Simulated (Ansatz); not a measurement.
## HAsF⁺, quintet: reading a ladder of total energies

Geometry: that of the HAsF, quartet, kept fixed. The triplet lies 4.0 eV lower here.

```yaml
atoms:
  - { symbol: F, position_ang: [0.0000, 0.0000, 1.7587] }
  - { symbol: As, position_ang: [0.0000, 0.0000, -0.0416] }
  - { symbol: H, position_ang: [0.0000, 0.0000, -1.7171] }
```

Basis cc-pVDZ; Ansatz 0.2.0. Correlated methods freeze the noble-gas cores and the filled d shells of p-block atoms, which leaves 12 electrons in 31 orbitals. R marks a restricted (for open shells ROHF) determinant, U an unrestricted one. No spin–orbit coupling is included, and no scalar relativity.

Full CI isn't at hand for all of this; UCCSDTQ serves as the reference, and is uncertain by about the last step of the cluster series.

Runs differ by some tens of microhartree through their thresholds and, for an open shell, their frozen cores, so steps under 0.03 kcal/mol mean nothing.

```
    level  total energy (hartree)
      UHF            -2333.663923
     UMP2            -2333.861928
    UCCSD            -2333.888814
 UCCSD(T)            -2333.892128
   UCCSDT            -2333.892689
UCCSDT(Q)            -2333.892876
  UCCSDTQ            -2333.892886
```

Problem. What is the correlation energy at UCCSDTQ, and what share of it do UMP2 and UCCSD(T) recover?

Solution. E(corr) = -2333.892886 − (-2333.663923) = -0.228963 hartree = -6.230 eV. UMP2: -0.198005 / -0.228963 = 86.48 %. UCCSD(T): -0.228205 / -0.228963 = 99.67 %.

Problem. By how many kcal/mol does UCCSD(T) miss UCCSDTQ (1 hartree = 627.509 kcal/mol), and which steps make up the rest?

Solution. -2333.892128 − (-2333.892886) = 0.000758 hartree = 0.48 kcal/mol. Steps: UCCSDT − UCCSD(T) = -0.35, UCCSDT(Q) − UCCSDT = -0.12, UCCSDTQ − UCCSDT(Q) = -0.01 kcal/mol. That is within 1 kcal/mol of the reference in this basis, which itself misses far more of the correlation at the basis-set limit.
